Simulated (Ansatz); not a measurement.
Relaxation of CH$_{7}$AlO (10 atoms, charge 0, multiplicity 1), to a largest force component of 0.015 eV/Å in at most 40 steps.

The calculation used RKS r2SCAN-D4/def2-SVP in Ansatz.

```xyz
10
Properties=species:S:1:pos:R:3:forces:R:3
C -0.941 0.614 -0.600 -4.97 3.51 -0.99
O 0.369 0.320 -0.730 2.45 -1.47 -1.24
Al 0.900 -0.555 0.791 2.47 -0.56 3.50
H -1.245 1.179 -1.546 -0.02 -0.64 0.89
H -1.632 -0.248 -0.489 0.43 0.04 0.22
H -1.149 1.393 0.223 0.72 -1.34 -0.75
H 0.451 -0.361 -1.440 0.30 0.66 0.16
H 0.117 -1.875 0.992 -0.88 -0.55 -0.50
H 0.734 0.412 2.114 -0.29 0.12 -0.71
H 2.481 -0.931 0.690 -0.20 0.23 -0.58
```

Question: Where does it end, and by what steps?

Answer: The run converged. After 15 steps the energy has fallen by 0.997 eV; H5 moved furthest, 0.31 Å.

| step | energy less start (eV) | largest force component (eV/Å) | accepted |
| --- | --- | --- | --- |
| 0 | 0.0000 | 4.971 | yes |
| 1 | -0.8278 | 1.776 | yes |
| 2 | -0.9701 | 0.570 | yes |
| 3 | -0.9633 | 0.513 | no |
| 4 | -0.9889 | 0.063 | yes |
| 5 | -0.9906 | 0.086 | yes |
| 6 | -0.9937 | 0.048 | yes |
| 7 | -0.9933 | 0.210 | no |
| 8 | -0.9952 | 0.039 | yes |
| 9 | -0.9944 | 0.143 | no |
| 10 | -0.9961 | 0.022 | yes |
| 11 | -0.9962 | 0.050 | yes |
| 12 | -0.9963 | 0.056 | yes |
| 13 | -0.9966 | 0.045 | yes |
| 14 | -0.9966 | 0.019 | yes |
| 15 | -0.9967 | 0.008 | yes |

```xyz
10
Properties=species:S:1:pos:R:3
C -1.061 0.621 -0.683
O 0.322 0.240 -0.595
Al 1.041 -0.644 1.046
H -1.203 1.315 -1.523
H -1.707 -0.264 -0.791
H -1.298 1.133 0.259
H 0.627 -0.165 -1.420
H -0.028 -1.835 1.203
H 0.920 0.570 2.083
H 2.469 -1.022 0.424
```

Run time: 36 s on 2 threads of Arm Neoverse V1 (shared host), peak memory 0.14 GiB.
